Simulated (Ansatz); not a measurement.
Crystal structures of rhenium under BLYP

Computed with DFT, BLYP, plane waves (420 eV) with PAW, scalar-relativistic in Ansatz 0.2.0. The PAW files were generated under PBE, with cores re-solved for the functional.

Each structure is relaxed within its own symmetry, so a high-lying one may be dynamically unstable.

```json
{"structure": "hcp", "ΔE (meV/atom)": "0", "V (Å³/atom)": "15.53", "cell": "a = 2.815 Å, c = 4.526 Å (c/a = 1.608)", "magnetic state": "spin not included"}
{"structure": "dhcp", "ΔE (meV/atom)": "1", "V (Å³/atom)": "15.53", "cell": "a = 2.815 Å, c = 9.054 Å (c/a = 3.217)", "magnetic state": "spin not included"}
{"structure": "fcc", "ΔE (meV/atom)": "63", "V (Å³/atom)": "15.59", "cell": "a = 3.965 Å", "magnetic state": "spin not included"}
{"structure": "omega (AlB2-type)", "ΔE (meV/atom)": "145", "V (Å³/atom)": "15.81", "cell": "a = 4.432 Å, c = 2.787 Å (c/a = 0.629)", "magnetic state": "spin not included"}
{"structure": "A15", "ΔE (meV/atom)": "173", "V (Å³/atom)": "15.79", "cell": "a = 5.018 Å", "magnetic state": "spin not included"}
{"structure": "bcc", "ΔE (meV/atom)": "305", "V (Å³/atom)": "15.70", "cell": "a = 3.155 Å", "magnetic state": "spin not included"}
{"structure": "diamond", "ΔE (meV/atom)": "1016", "V (Å³/atom)": "23.45", "cell": "a = 5.725 Å", "magnetic state": "spin not included"}
{"structure": "simple cubic", "ΔE (meV/atom)": "1084", "V (Å³/atom)": "17.93", "cell": "a = 2.617 Å", "magnetic state": "spin not included"}
```

ΔE counts from hcp.

Differences under about 8 meV lie within the error of the k-point mesh.
